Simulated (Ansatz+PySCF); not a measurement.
Two shapes of singlet CH4.

Shape 1:

```xyz
5

C     0.0000    0.0000    0.0000
H     0.5706    0.5706    0.5706
H     0.6340   -0.6340   -0.6340
H    -0.6340    0.6340   -0.6340
H    -0.6340   -0.6340    0.6340
```

Shape 2:

```xyz
5

C     0.0000    0.0000    0.0000
H     0.6974    0.6974    0.6974
H     0.6340   -0.6340   -0.6340
H    -0.6340    0.6340   -0.6340
H    -0.6340   -0.6340    0.6340
```

Basis set: 6-31G (spherical functions). Left uncorrelated: 1 orbital. Charge 0, multiplicity 1.

Computed with Ansatz (development build ahead of 0.2.0) and PySCF 2.14.0; each method stands on the lowest determinant of its kind that the runs found.

Which shape is lower in energy, and by how much in each method?

```
                            method  E(2) − E(1) (eV)
                               RHF             0.038
                       RHF-CCSD(T)            -0.110
full CI (lowest root of this spin)            -0.111
                 PBE0 (restricted)            -0.042
               PBE0 (unrestricted)            -0.042
```

The methods disagree on the order.
